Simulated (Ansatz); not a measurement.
Task: a composite energy at a relaxed geometry of C2H5O, SMILES [CH2]CO, with the Ansatz DFT code, driven from Python. Give the script and its output. Use (for the species named): PBE0, def2-SVP basis, multiplicity 2, D4 dispersion.

```xyz
8

C    -0.5438    0.1442   -0.7590
C     0.2441    0.2758    0.4424
O     0.3970   -1.0267    0.9389
H    -1.3406   -0.5054   -0.8121
H    -0.5529    0.9732   -1.5273
H    -0.2417    0.9055    1.2048
H     1.2526    0.7132    0.2184
H     0.8775   -1.5369    0.2381
```

Script `composite.py`:
```python
"""A composite energy for C2H5O: DFT geometry, MP2 basis limit, coupled-cluster correction."""

from dataclasses import dataclass
import itertools

import ansatz as az
from ase.data import atomic_numbers, covalent_radii
import numpy as np


@dataclass(frozen=True)
class RunConfig:
    basis: str = "def2-SVP"
    functional: str = "pbe0"
    vdw: str = "d4"


cfg = RunConfig()


def main() -> None:
    geometry_ang = [
        ("C", (-0.5438, 0.1442, -0.759)),
        ("C", (0.2441, 0.2758, 0.4424)),
        ("O", (0.397, -1.0267, 0.9389)),
        ("H", (-1.3406, -0.5054, -0.8121)),
        ("H", (-0.5529, 0.9732, -1.5273)),
        ("H", (-0.2417, 0.9055, 1.2048)),
        ("H", (1.2526, 0.7132, 0.2184)),
        ("H", (0.8775, -1.5369, 0.2381)),
    ]
    c2h5o = az.Crystal.molecule()
    for symbol, xyz in geometry_ang:
        c2h5o = c2h5o.atom(symbol, xyz)

    calculation = (
        c2h5o.calculation()
        .basis(gaussian=cfg.basis)
        .functional(cfg.functional, dispersion=cfg.vdw)
        .spin("collinear", total=1)
    )
    symbols = [site.symbol for site in c2h5o.cartesian_sites]
    start = np.array([site.position_ang for site in c2h5o.cartesian_sites], dtype=float)
    report = calculation.relax(force_tolerance=0.01).run(threads=1, backend="cpu").report
    end = np.array(report["positions_ang"])
    # pairs closer than 1.2 times the sum of covalent radii, before or after
    radius = [covalent_radii[atomic_numbers[s]] for s in symbols]
    span = lambda where, i, j: np.linalg.norm(where[i] - where[j])
    bonded = [(i, j) for i, j in itertools.combinations(range(len(symbols)), 2) if min(span(start, i, j), span(end, i, j)) < 1.2 * (radius[i] + radius[j])]
    print("pair        before    after (A)")
    for i, j in bonded:
        print(f"{symbols[i]}{i}-{symbols[j]}{j}".ljust(10), f"{span(start, i, j):8.4f} {span(end, i, j):8.4f}")

    minimum = az.Crystal.molecule()
    for symbol, place in zip(symbols, end):
        minimum = minimum.atom(symbol, place.tolist())
    at_minimum = minimum.calculation().spin("collinear", total=1)
    # MP2 extrapolated to the basis limit, plus the small-basis difference CCSD(T) - MP2
    level = lambda method, basis: at_minimum.basis(gaussian=basis).correlation(method).run(threads=1, backend="cpu").report
    small, large, cluster = level("mp2", "cc-pVDZ"), level("mp2", "cc-pVTZ"), level("ccsd_t", "cc-pVDZ")
    corr = lambda each: (each["free_energy_ev"] - each["reference_energy_ev"]) / 27.211386246
    mp2_limit = (27 * corr(large) - 8 * corr(small)) / 19
    pieces = {"HF / cc-pVTZ": large["reference_energy_ev"] / 27.211386246, "MP2 correlation, DZ-TZ limit": mp2_limit, "CCSD(T) - MP2 / cc-pVDZ": corr(cluster) - corr(small)}
    for name, value in pieces.items():
        print(f"{name:32s} {value:14.6f} Ha")
    print(f"{'sum':32s} {sum(pieces.values()):14.6f} Ha")
    print("T1 diagnostic", round(cluster["correlation"]["coupled_cluster"]["t1_diagnostic"], 4))


if __name__ == "__main__":
    main()
```

`python composite.py` gives:
```text
pair        before    after (A)
C0-C1        1.4427   1.4823
C0-H3        1.0294   1.0939
C0-H4        1.1303   1.0929
C1-O2        1.4023   1.4035
C1-H5        1.1017   1.1096
C1-H6        1.1219   1.1114
O2-H7        0.9911   0.9632
HF / cc-pVTZ                        -153.508491 Ha
MP2 correlation, DZ-TZ limit          -0.611152 Ha
CCSD(T) - MP2 / cc-pVDZ               -0.049301 Ha
sum                                 -154.168944 Ha
T1 diagnostic 0.0104
```

Total energies depend on the basis set; only differences at equal settings carry meaning. The sum leaves out core correlation, relativity, the Hartree-Fock basis error and zero-point energy; a DZ-TZ extrapolation is rough. The species is open-shell (spin multiplicity 2). Inner cores stay frozen, so this is valence correlation. An extrapolation from small basis sets is rough. The whole script took 26 s on 1 thread of Arm Neoverse V2 (shared host), peak memory 0.39 GiB.
